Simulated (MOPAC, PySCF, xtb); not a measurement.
System: CF₄, singlet: flattening of a tetrahedron along the D2d path, bond length relaxed. Scanned: the two opposite F-C-F angles (109.47 = tetrahedral, 180 = square planar). Other coordinates (C-F bond length) were minimised at PBE0/def2-TZVP.

Levels: PM6, restricted, heats of formation (MOPAC); RKS-B3LYP/6-31G* = restricted B3LYP/6-31G*, spherical d (PySCF); GFN1-xTB (xtb); M06-2X/def2-TZVP, density fitting (PySCF).

Energies relative to the lowest point of each profile, in kJ/mol; the last columns give the difference from M06-2X:

| a / ° | PM6 | RKS-B3LYP/6-31G* | GFN1-xTB | M06-2X | PM6 − M06-2X | RKS-B3LYP/6-31G* − M06-2X | GFN1-xTB − M06-2X |
|---|---|---|---|---|---|---|---|
| 90 | 119.5 | 159.2 | 136.2 | 166.8 | -47.3 | -7.6 | -30.6 |
| 95 | 60.8 | 82.3 | 70.0 | 86.3 | -25.5 | -4.0 | -16.3 |
| 100 | 23.9 | 33.0 | 28.0 | 34.7 | -10.8 | -1.6 | -6.7 |
| 105 | 4.9 | 6.9 | 5.8 | 7.2 | -2.3 | -0.3 | -1.4 |
| 109.47 | 0.0 | 0.0 | 0.0 | 0.0 | 0.0 | 0.0 | 0.0 |
| 115 | 6.3 | 9.4 | 7.8 | 9.9 | -3.6 | -0.5 | -2.1 |
| 120 | 21.4 | 32.1 | 26.7 | 33.7 | -12.4 | -1.6 | -7.1 |
| 130 | 71.8 | 108.4 | 89.6 | 113.5 | -41.7 | -5.0 | -23.8 |
| 140 | 143.3 | 211.0 | 174.6 | 221.2 | -77.9 | -10.2 | -46.5 |
| 150 | 228.7 | 322.1 | 268.6 | 339.0 | -110.4 | -17.0 | -70.5 |
| 160 | 316.8 | 423.0 | 357.2 | 448.3 | -131.5 | -25.3 | -91.2 |
| 170 | 389.7 | 495.0 | 423.6 | 528.0 | -138.3 | -33.1 | -104.5 |
| 180 | — | 521.3 | 448.9 | 557.7 | — | -36.4 | -108.8 |

PM6 is furthest from M06-2X at 170 (-138.3 kJ/mol, below); its mean absolute difference over the points is 50.1 kJ/mol.

RKS-B3LYP/6-31G* is furthest from M06-2X at 180 (-36.4 kJ/mol, below); its mean absolute difference over the points is 11.0 kJ/mol.

GFN1-xTB is furthest from M06-2X at 180 (-108.8 kJ/mol, below); its mean absolute difference over the points is 39.2 kJ/mol.

Dashes: no converged value, or the column stops at the first point that the program doubted or that broke a chosen test of continuity, which isn't proof of a fault.
